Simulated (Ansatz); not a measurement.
**B₂NH₅: two torsions**

How does the energy of B₂H₅N, SMILES BNB change over two coordinates at once? A grid of runs gives the map.

Program: Ansatz 0.2.0. Level of theory: RKS CAM-B3LYP-D4/def2-TZVP. These are calculated values, not measurements.

## 1. The starting structure

8 atoms, charge 0, spin multiplicity 1.

Atoms are counted from 1 here; the program's logs count them from 0.

Bond lengths: B1–N2 1.428 Å, B1–H4 1.214 Å, B1–H5 1.217 Å, N2–B3 1.428 Å, N2–H6 1.026 Å, B3–H7 1.217 Å, B3–H8 1.214 Å. Angles: N2–B1–H4 118.6°, N2–B1–H5 119.3°, H4–B1–H5 122.1°, B1–N2–B3 126.4°, B1–N2–H6 116.8°, B3–N2–H6 116.8°, N2–B3–H7 119.3°, N2–B3–H8 118.6°, H7–B3–H8 122.1°.

Geometry (Å):

```mol
B2H5N
  3D, bonds by distance, orders not assigned

  8  7  0  0  0  0  0  0  0  0999 V2000
   -0.8369    0.6623   -0.7005 B   0  0
    0.2574    0.3756    0.1711 N   0  0
    0.7027   -0.9202    0.5741 B   0  0
   -1.4732   -0.2650   -1.1580 H   0  0
   -1.1024    1.8205   -0.9617 H   0  0
    0.7762    1.1792    0.5424 H   0  0
    1.6570   -1.0157    1.3226 H   0  0
    0.1113   -1.8939    0.1541 H   0  0
  1  2  8  0
  1  4  8  0
  1  5  8  0
  2  3  8  0
  2  6  8  0
  3  7  8  0
  3  8  8  0
M  END
```

This geometry comes from a loose relaxation at PBE in a small basis, which is not shown.

## 2. Relaxing the molecule

input.yaml

```yaml
crystal:
  periodic: [false, false, false]
  atoms:
    - { symbol: B, position_ang: [-0.836892, 0.662304, -0.700505] }
    - { symbol: "N", position_ang: [0.257447, 0.375557, 0.171114] }
    - { symbol: B, position_ang: [0.702657, -0.920175, 0.574073] }
    - { symbol: H, position_ang: [-1.473191, -0.265038, -1.158045] }
    - { symbol: H, position_ang: [-1.102394, 1.820545, -0.961693] }
    - { symbol: H, position_ang: [0.776158, 1.179236, 0.542388] }
    - { symbol: H, position_ang: [1.656991, -1.015715, 1.322643] }
    - { symbol: H, position_ang: [0.111323, -1.893913, 0.154125] }
basis:
  gaussian: { orbitals: def2-TZVP }
hamiltonian:
  xc: { name: CAM-B3LYP }
  dispersion: d4
output:
  forces: true
relax:
  f_tol: 0.003
  max_steps: 120
```

The run is started by

```console
ansatz run input.yaml --threads 1 --pin off --max-ram 2560MiB --backend cpu --events-out ev --progress --plain --runs-dir out
```

The program printed, cut to the lines that bear on the results:

```text
Warning: RAYON_NUM_THREADS=1 ignored (pool sized by the plan → 1); use --threads N
[...]
Functional definition: CAM-B3LYP
[...]
713 factors; their error is unknown
289 factors; integrals over basis functions are off by at most 1.4e-6 eV
[...]
mean field -2924.65580856 eV, -107.4791185615 hartree, gradient 1.4e-5 eV, S^2 0.000000; 0 other end points of the search recorded, 0 dependent functions left out
[...]
reference -2924.65593036 eV, -107.4791230376 hartree; 11, 11 occupied and 112, 112 virtual orbitals, 713 factors
relax step   1: F+E_penalty+E_count = -2924.73322996 eV  Δ(F+E_penalty+E_count) = +0.000e0 eV  max|allowed force component| = 5.493e-1 eV/Å  Δτ_max = 0.0000 Å  (25 SCF iters, accepted)
[...]
relax step   4: F+E_penalty+E_count = -2924.77584989 eV  Δ(F+E_penalty+E_count) = -9.957e-6 eV  max|allowed force component| = 4.308e-3 eV/Å  Δτ_max = 0.0012 Å  (22 SCF iters, accepted)
[...]
relax step   5: F+E_penalty+E_count = -2924.77585103 eV  Δ(F+E_penalty+E_count) = -1.140e-6 eV  max|allowed force component| = 2.644e-3 eV/Å  Δτ_max = 0.0005 Å  (22 SCF iters, accepted)
713 factors; their error is unknown
289 factors; integrals over basis functions are off by at most 1.4e-6 eV
mean field -2924.69823894 eV, -107.4806778493 hartree, gradient 9.0e-6 eV, S^2 0.000000; 1 other end points of the search recorded, 0 dependent functions left out
[...]
reference -2924.69835977 eV, -107.4806822899 hartree; 11, 11 occupied and 112, 112 virtual orbitals, 713 factors
Total energy: -2924.77597187 eV, -107.4835344817 hartree
Atom 0 at    -0.828147     0.654576    -0.693374 Å, force     0.000332     0.002644     0.000163 eV/Å
Atom 1 at     0.257634     0.374169     0.169160 Å, force    -0.001452    -0.002264    -0.001077 eV/Å
Atom 2 at     0.694909    -0.910964     0.567579 Å, force     0.002001     0.000962     0.001495 eV/Å
Atom 3 at    -1.451182    -0.253508    -1.141699 Å, force     0.000324    -0.000510     0.000263 eV/Å
Atom 4 at    -1.093742     1.787566    -0.950769 Å, force    -0.000372    -0.000422    -0.000262 eV/Å
Atom 5 at     0.768485     1.165600     0.534723 Å, force    -0.000100    -0.000157    -0.000060 eV/Å
Atom 6 at     1.627913    -1.010011     1.302530 Å, force    -0.000262    -0.000541    -0.000165 eV/Å
Atom 7 at     0.116229    -1.864627     0.155949 Å, force    -0.000470     0.000288    -0.000357 eV/Å
Dipole moment:     0.131835     0.204245     0.094343 e Å
```

It took 17 s on 1 thread of Arm Neoverse V2, shared host; peak memory 0.2 GiB.

The steps of the relaxation:

```
step  energy from step 1 (eV)  largest force component (eV/Å)
   1                   0.0000                          0.5493
   2                  -0.0395                          0.1500
   3                  -0.0426                          0.0062
   4                  -0.0426                          0.0043
   5                  -0.0426                          0.0026
```

Bond lengths before and after, largest changes first:

```
 bond  before (Å)  after (Å)  change (Å)
B3–H8       1.214      1.189      -0.025
B1–H4       1.214      1.189      -0.025
B3–H7       1.217      1.192      -0.025
B1–H5       1.217      1.192      -0.025
N2–H6       1.026      1.010      -0.016
B1–N2       1.428      1.415      -0.013
N2–B3       1.428      1.415      -0.013
```

## 3. Plan of the scan

First coordinate, dihedral B1–N2–B3–H7: 12 values from −180 to 150 °, periodic. Second coordinate, dihedral H4–B1–N2–B3: 12 values from −180 to 150 °, periodic.

Nothing else is relaxed (all other coordinates rigid). Energies count from the relaxed molecule at the same level. Points are written as (first, second).

Of the runs on the grid, 2 are shown in the steps below; the others differ only in the two coordinates.

## 4. The run at (0°, 150°)

input.yaml

```yaml
crystal:
  periodic: [false, false, false]
  atoms:
    - { symbol: B, position_ang: [-0.828147, 0.654576, -0.693374] }
    - { symbol: "N", position_ang: [0.257634, 0.374169, 0.16916] }
    - { symbol: B, position_ang: [1.424506, 1.159347, 0.322193] }
    - { symbol: H, position_ang: [-1.451182, -0.253508, -1.141699] }
    - { symbol: H, position_ang: [-1.093742, 1.787566, -0.950769] }
    - { symbol: H, position_ang: [0.193743, -0.465184, 0.728062] }
    - { symbol: H, position_ang: [1.545382, 2.158716, -0.315858] }
    - { symbol: H, position_ang: [2.25934, 0.799102, 1.088392] }
basis:
  gaussian: { orbitals: def2-TZVP }
hamiltonian:
  xc: { name: CAM-B3LYP }
  dispersion: d4
output:
  forces: true
```

The run is started by

```console
ansatz run input.yaml --threads 1 --pin off --max-ram 2560MiB --backend cpu --events-out ev --progress --plain --runs-dir out
```

The program printed, cut to the lines that bear on the results:

```text
Warning: RAYON_NUM_THREADS=1 ignored (pool sized by the plan → 1); use --threads N
[...]
Functional definition: CAM-B3LYP
[...]
713 factors; their error is unknown
246 factors; integrals over basis functions are off by at most 2.4e-5 eV
[...]
mean field -2924.50377244 eV, -107.4735313374 hartree, gradient 3.0e-5 eV, S^2 0.000000; 0 other end points of the search recorded, 0 dependent functions left out
[...]
reference -2924.50389321 eV, -107.4735357757 hartree; 11, 11 occupied and 112, 112 virtual orbitals, 713 factors
Total energy: -2924.58149700 eV, -107.4763876621 hartree
Atom 0 at    -0.828147     0.654576    -0.693374 Å, force    -0.106796     0.034185    -0.203082 eV/Å
Atom 1 at     0.257634     0.374169     0.169160 Å, force     0.156315     0.356210     0.453596 eV/Å
Atom 2 at     1.424506     1.159347     0.322193 Å, force    -0.253280     0.038544     0.180768 eV/Å
Atom 3 at    -1.451182    -0.253508    -1.141699 Å, force    -0.295461    -0.025369     0.186254 eV/Å
Atom 4 at    -1.093742     1.787566    -0.950769 Å, force     0.206436    -0.060685    -0.265514 eV/Å
Atom 5 at     0.193743    -0.465184     0.728062 Å, force     0.229566    -0.260973    -0.346370 eV/Å
Atom 6 at     1.545382     2.158716    -0.315858 Å, force    -0.048397    -0.043229     0.026521 eV/Å
Atom 7 at     2.259340     0.799102     1.088392 Å, force     0.111618    -0.038681    -0.032173 eV/Å
Dipole moment:    -0.046503    -0.218129     0.137130 e Å
```

Wall time 2.6 s (1 thread of Arm Neoverse V2, shared host); peak memory 0.19 GiB.

That is 19 kJ/mol from the zero.

## 5. Point (−180°, 0°)

input.yaml

```yaml
crystal:
  periodic: [false, false, false]
  atoms:
    - { symbol: B, position_ang: [-0.828147, 0.654576, -0.693374] }
    - { symbol: "N", position_ang: [0.257634, 0.374169, 0.16916] }
    - { symbol: B, position_ang: [0.694881, -0.910962, 0.567614] }
    - { symbol: H, position_ang: [-1.451182, -0.253508, -1.141699] }
    - { symbol: H, position_ang: [-1.093742, 1.787566, -0.950769] }
    - { symbol: H, position_ang: [0.768507, 1.165598, 0.534696] }
    - { symbol: H, position_ang: [1.62787, -1.010009, 1.302585] }
    - { symbol: H, position_ang: [0.116195, -1.864626, 0.155993] }
basis:
  gaussian: { orbitals: def2-TZVP }
hamiltonian:
  xc: { name: CAM-B3LYP }
  dispersion: d4
output:
  forces: true
```

The run is started by

```console
ansatz run input.yaml --threads 1 --pin off --max-ram 2560MiB --backend cpu --events-out ev --progress --plain --runs-dir out
```

The program printed, cut to the lines that bear on the results:

```text
Warning: RAYON_NUM_THREADS=1 ignored (pool sized by the plan → 1); use --threads N
[...]
Functional definition: CAM-B3LYP
[...]
713 factors; their error is unknown
246 factors; integrals over basis functions are off by at most 2.1e-5 eV
[...]
mean field -2924.69823888 eV, -107.4806778472 hartree, gradient 1.3e-5 eV, S^2 0.000000; 0 other end points of the search recorded, 0 dependent functions left out
[...]
reference -2924.69835972 eV, -107.4806822878 hartree; 11, 11 occupied and 112, 112 virtual orbitals, 713 factors
Total energy: -2924.77597181 eV, -107.4835344797 hartree
Atom 0 at    -0.828147     0.654576    -0.693374 Å, force     0.000329     0.002633     0.000145 eV/Å
Atom 1 at     0.257634     0.374169     0.169160 Å, force    -0.001407    -0.002236    -0.001116 eV/Å
Atom 2 at     0.694881    -0.910962     0.567614 Å, force     0.002025     0.000933     0.001496 eV/Å
Atom 3 at    -1.451182    -0.253508    -1.141699 Å, force     0.000309    -0.000504     0.000287 eV/Å
Atom 4 at    -1.093742     1.787566    -0.950769 Å, force    -0.000359    -0.000417    -0.000276 eV/Å
Atom 5 at     0.768507     1.165598     0.534696 Å, force    -0.000152    -0.000164    -0.000011 eV/Å
Atom 6 at     1.627870    -1.010009     1.302585 Å, force    -0.000264    -0.000539    -0.000183 eV/Å
Atom 7 at     0.116195    -1.864626     0.155993 Å, force    -0.000481     0.000294    -0.000341 eV/Å
Dipole moment:     0.131841     0.204246     0.094335 e Å
```

Wall time 2.8 s (1 thread of Arm Neoverse V2, shared host); peak memory 0.19 GiB.

That is 0 kJ/mol from the zero.

## 6. Energy over the grid

43 points were computed, 101 more follow by symmetry. Energies in kJ/mol, from the relaxed molecule at the same level:

```tsv
dihedral H4–B1–N2–B3 (°) ↓, dihedral B1–N2–B3–H7 (°) →	−180	−150	−120	−90	−60	−30	0	30	60	90	120	150
150	19	34	79	113	92	44	19	34	79	113	92	44
120	61	79	135	183	153	92	61	79	135	183	153	92
90	86	113	183	235	183	113	86	113	183	235	183	113
60	61	92	153	183	135	79	61	92	153	183	136	79
30	19	44	92	113	79	34	19	44	92	113	79	34
0	0	19	61	86	61	19	0	19	61	86	61	19
−30	19	34	79	113	92	44	19	34	79	113	92	44
−60	61	79	136	183	153	92	61	79	135	183	153	92
−90	86	113	183	235	183	113	86	113	183	235	183	113
−120	61	92	153	183	135	79	61	92	153	183	135	79
−150	19	44	92	113	79	34	19	44	92	113	79	34
−180	0	19	61	86	61	19	0	19	61	86	61	19
```

On the same grid, dipole moment (D):

| dihedral H4–B1–N2–B3 (°) ↓, dihedral B1–N2–B3–H7 (°) → | −180 | −150 | −120 | −90 | −60 | −30 | 0 | 30 | 60 | 90 | 120 | 150 |
| --- | --- | --- | --- | --- | --- | --- | --- | --- | --- | --- | --- | --- |
| 150 | 1.26 | 1.30 | 1.39 | 1.49 | 1.30 | 1.22 | 1.26 | 1.30 | 1.38 | 1.49 | 1.30 | 1.22 |
| 120 | 1.38 | 1.39 | 1.35 | 1.34 | 1.19 | 1.30 | 1.38 | 1.38 | 1.35 | 1.34 | 1.19 | 1.30 |
| 90 | 1.54 | 1.50 | 1.34 | 1.18 | 1.34 | 1.49 | 1.53 | 1.49 | 1.34 | 1.18 | 1.34 | 1.50 |
| 60 | 1.39 | 1.31 | 1.20 | 1.34 | 1.35 | 1.39 | 1.38 | 1.30 | 1.19 | 1.34 | 1.36 | 1.39 |
| 30 | 1.27 | 1.23 | 1.31 | 1.50 | 1.39 | 1.30 | 1.26 | 1.22 | 1.30 | 1.50 | 1.39 | 1.31 |
| 0 | 1.25 | 1.27 | 1.39 | 1.54 | 1.38 | 1.26 | 1.25 | 1.26 | 1.38 | 1.54 | 1.39 | 1.27 |
| −30 | 1.27 | 1.31 | 1.39 | 1.50 | 1.30 | 1.22 | 1.26 | 1.30 | 1.39 | 1.50 | 1.31 | 1.23 |
| −60 | 1.39 | 1.39 | 1.36 | 1.34 | 1.19 | 1.30 | 1.38 | 1.39 | 1.35 | 1.34 | 1.20 | 1.31 |
| −90 | 1.54 | 1.50 | 1.34 | 1.18 | 1.34 | 1.49 | 1.53 | 1.49 | 1.34 | 1.18 | 1.34 | 1.50 |
| −120 | 1.38 | 1.30 | 1.19 | 1.34 | 1.35 | 1.38 | 1.38 | 1.30 | 1.19 | 1.34 | 1.35 | 1.39 |
| −150 | 1.26 | 1.22 | 1.30 | 1.49 | 1.38 | 1.30 | 1.26 | 1.22 | 1.30 | 1.49 | 1.39 | 1.30 |
| −180 | 1.25 | 1.26 | 1.38 | 1.53 | 1.38 | 1.26 | 1.24 | 1.26 | 1.38 | 1.53 | 1.38 | 1.26 |

Energy (kJ/mol) at eleven even steps along the easiest path on the interpolated surface, from its minimum near (−180°, 0°): 0, 5, 25, 46, 74, 86, 79, 54, 32, 9, 0.

## 7. What came out

| quantity | value |
| --- | --- |
| lowest point | (−180°, 0°), 0 kJ/mol |
| highest computed point | (−90°, 90°), 235 kJ/mol above the lowest |
| dipole moment (D) | 1.18 at (−90°, −90°) to 1.54 at (−180°, −90°); 1.25 at the lowest point |
| time for the whole task | 2.4 min on 1 thread, shared host |

**Reading.** The lowest computed point is at (−180°, 0°), which is the relaxed molecule at the same level itself; the map holds 4 wells of about this depth. It is the only kind of minimum in the scanned range. The highest computed point, (−90°, 90°), lies 235 kJ/mol above the lowest. On the interpolated surface the easiest way out of the lowest well to the well at (−180°, −180°) passes a barrier of about 86 kJ/mol. Round the minimum the valley is somewhat tilted: raising dihedral B1–N2–B3–H7 shifts the best value of dihedral H4–B1–N2–B3 downwards (coupling k₁₂/√(k₁₁k₂₂) about 0.2).
